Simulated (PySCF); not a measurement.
Working out the ionisation energy of O

O [He] 2s2 2p4 (3P) → O⁺ [He] 2s2 2p3 (4S). Calculation: PySCF 2.14, in def2-SVP (3s2p1d, 14 functions); no relativity, point nucleus. Frozen: 1s2. Energies in hartree (1 hartree = 27.21139 eV):

| part | O (lower) | O⁺ (upper) |
| --- | --- | --- |
| UHF | -74.720101 | -74.276071 |
| CCSD correlation | -0.116537 | -0.083874 |
| (T) | -0.000832 | -0.000568 |

Question: What does Hartree-Fock give?

Answer: (-74.276071) − (-74.720101) = 0.444030 hartree = 12.083 eV.

Question: What do CCSD and CCSD(T) give?

Answer: The CCSD correlation energies differ by 0.032663 hartree = 0.889 eV and the triples by 0.000264 hartree = 0.007 eV, so CCSD gives 12.972 eV and CCSD(T) 12.979 eV.

Measured between the centres of the two terms (NIST): 13.608 eV, so CCSD(T) (valence) is off by -0.629 eV.

A double-zeta basis recovers only part of the correlation energy.

What remains against the reference includes basis incompleteness, the frozen core and higher excitations.
